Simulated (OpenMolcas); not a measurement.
**SiS (SMILES [Si-]#[S+]): name the method**

SiS has 2 atoms, charge 0, and is taken as a singlet. SMILES: `[Si-]#[S+]`. The bond length is the measured one.

```xyz
2

Si    0.0000    0.0000    0.0000
S     0.0000    0.0000    1.9293
```

Orbital energies and the dipole are those of the mean-field step.

A calculation with OpenMolcas 26.06 gave:

The total energy is -678.8444 Eh. The dipole moment is 2.03 D, the HOMO energy is -6.15 eV and the LUMO energy is 6.56 eV. The HOMO–LUMO gap is 12.70 eV.

Which of these levels gave the numbers?
A. SVWN5/STO-3G
B. ACPF/STO-3G
C. PBE/STO-3G
D. MP2/STO-3G

B. The others give -679.5535 Eh (PBE/STO-3G), -677.3196 Eh (SVWN5/STO-3G), -678.8377 Eh (MP2/STO-3G).
